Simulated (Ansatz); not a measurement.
Process, species as SMILES: OCl (HOCl) + H+ -> [OH2+]Cl (at O, the best of the heteroatom sites tried; carbon was not tried)

Quantity: proton affinity (enthalpy at 298 K), in kcal/mol. Positive where the reaction releases energy. Set-up: no spin-orbit coupling; LANL2DZ with its own core potentials from Na on; non-relativistic; frozen cores in correlated levels; 6-311+G** with 5d, 6d on Na to Ar in Ansatz (a quantum-chemistry and plane-wave program); 6-31G* and kin with 6d, 5d where marked. Basis-set limits of correlation are two-point, X^-3; Hartree-Fock from the larger set. First-principles rows: single points at B3LYP-D3(BJ) geometries (Ansatz), with unscaled harmonic terms from B3LYP/6-31G* at its own minima.

Coupled cluster (Ansatz) is a level with limits of its own, used here on species with T1 under 0.025 (0.045 for open shells) and stable references: CCSD(T)/CBS(cc-pV(T+d)Z,cc-pV(Q+d)Z).

Value to compare with, CCSD(T)/CBS(cc-pV(T+d)Z,cc-pV(Q+d)Z) (Ansatz): 152.4 kcal/mol.

| level | program | proton affinity (enthalpy at 298 K) (kcal/mol) | difference |
|---|---|---|---|
| MP2/STO-3G | Ansatz | 202.4 | 50.0 |
| MP2/3-21G | Ansatz | 165.8 | 13.4 |
| MP2/LANL2DZ | Ansatz | 156.6 | 4.2 |
| MP2/6-31G* | Ansatz | 152.1 | -0.3 |
| MP2/6-311+G** | Ansatz | 156.2 | 3.8 |

Among the 5 habitual levels, MP2/STO-3G lies farthest from CCSD(T)/CBS(cc-pV(T+d)Z,cc-pV(Q+d)Z) (Ansatz) (50.0 kcal/mol) and MP2/6-31G* nearest (-0.3); 4 of 5 lie above it, and their mean absolute difference is 14.3 kcal/mol, the median 4.2. One case shows no general order.

The sets are all those run for this method; runs whose electronic state is in doubt are left out.
